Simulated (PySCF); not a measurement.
## MgAl⁺, CCSD(T): how much the basis matters

PySCF, RHF reference; singlet, unpaired electrons none; De to Mg + Al⁺ without counterpoise correction. Frozen cores follow the default of each basis and core potential.

```csv
basis,relativity,functions,Re (Å),ωe (cm⁻¹),De (eV),frozen orbitals
3-21G,no relativity,26,3.369,120,0.44,6
x2c-SVPall,spin-free X2C,36,3.182,171,0.74,6
pcseg-2,no relativity,53,3.085,191,0.72,6
```

Q: How does each smaller set differ from the one with most functions, pcseg-2?

A: 3-21G: +28.4 pm, -37.2 % in ωe, -0.28 eV in De; x2c-SVPall: +9.7 pm, -10.5 % in ωe, +0.02 eV in De. All at CCSD(T); the set with most functions is neither the basis-set limit nor always the best. The rows treat relativity differently, so the differences are not basis effects alone.

Correlated steps freeze 6 core orbitals. Correlated levels converge slowly with the basis: in double zeta they bind strong bonds too weakly, by up to about 1 eV, and carry superposition errors of some tenths. For an ion De counts to the pair picked by the measured ionisation energies or electron affinities, which need not be the lowest pair at this level. 3-21G is very small, so such numbers show the basis as much as the molecule.
